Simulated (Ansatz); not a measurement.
This script for a ladder of basis sets of B2H4Si, SMILES B1B[SiH2]1 with the Python package of Ansatz (0.2.0) holds a mistake.

`b2h4si_basis.py`:
```python
"""Basis-set convergence for B2H4Si."""

import ansatz
from ase import Atoms

METHOD = "MP2"
KMESH = (2, 2, 2)

atoms = Atoms(["B", "B", "Si", "H", "H", "H", "H"], positions=[
    [-1.0424, -0.3696, -0.2152],
    [0.5356, -0.3759, -0.9482],
    [0.2953, 0.4243, 0.7135],
    [-2.1672, -0.5704, -0.3041],
    [1.2475, -0.6916, -1.859],
    [0.3642, 1.9085, 0.7098],
    [0.8282, -0.3934, 1.8575],
])
system = ansatz.Crystal.molecule_from_ase(atoms)

calculation = system.calculation().correlation(METHOD).kpoints(*KMESH)

energies = {}
for basis in ["cc-pVDZ", "cc-pVTZ"]:
    r = calculation.basis(gaussian=basis).run().report
    size = r["n_frozen"] + r["n_occupied"][0] + r["n_virtual"][0]
    energies[basis] = (r["reference_energy_ev"] / 27.211386246, r["free_energy_ev"] / 27.211386246)
    print(f"{basis:14s} {size:4d} orbitals  reference {energies[basis][0]:14.6f} Ha  total {energies[basis][1]:14.6f} Ha")

# correlation energy at the basis limit from E(X) = E + A / X^3
small, large = (energies[b][1] - energies[b][0] for b in ("cc-pVDZ", "cc-pVTZ"))
limit = (3 ** 3 * large - 2 ** 3 * small) / (3 ** 3 - 2 ** 3)
print(f"correlation energy: {small:.6f} and {large:.6f} Ha, extrapolated {limit:.6f} Ha")
print(f"share caught by the larger set: {100 * large / limit:.1f} %")
```

`python b2h4si_basis.py` gives:
```text
Traceback (most recent call last):
  File "b2h4si_basis.py", line 24, in <module>
    r = calculation.basis(gaussian=basis).run().report
        ~~~~~~~~~~~~~~~~~~~~~~~~~~~~~~~~~~~~~^^
  ...
ansatz.RefusalError: invalid value for `basis.gaussian`: such a run doesn't read kpoints; remove what it names
```
(Library frames cut from the traceback.)

Why does it end like this?

The fault: a molecule in a Gaussian basis takes no k-points. Mended:

```diff
--- before
+++ after
@@ -6,3 +6,2 @@
 METHOD = "MP2"
-KMESH = (2, 2, 2)
 
@@ -19,3 +18,3 @@
 
-calculation = system.calculation().correlation(METHOD).kpoints(*KMESH)
+calculation = system.calculation().correlation(METHOD)
```

With that change:

```console
$ python b2h4si_basis.py
cc-pVDZ          66 orbitals  reference    -340.450020 Ha  total    -340.695557 Ha
cc-pVTZ         150 orbitals  reference    -340.478088 Ha  total    -340.781999 Ha
correlation energy: -0.245537 and -0.303911 Ha, extrapolated -0.328489 Ha
share caught by the larger set: 92.5 %
```

Caveats:
- The drop along the ladder measures the basis error, and is no property of the molecule.
- The geometry is a force-field or estimated start, not a minimum of this method, and the last set is no limit. Much of the fall in a total is atomic energy, which cancels in bond and reaction energies.
- Inner cores stay frozen, so this is valence correlation.
- For Al to Cl the sets with a tight d function, cc-pV(X+d)Z, are usual.
- An extrapolation from small basis sets is rough.
- The whole script took 2.9 s on 1 thread of Arm Neoverse V2 (shared host), peak memory 0.3 GiB.

(Lines on the test bed's own set-up are left out of the output.)
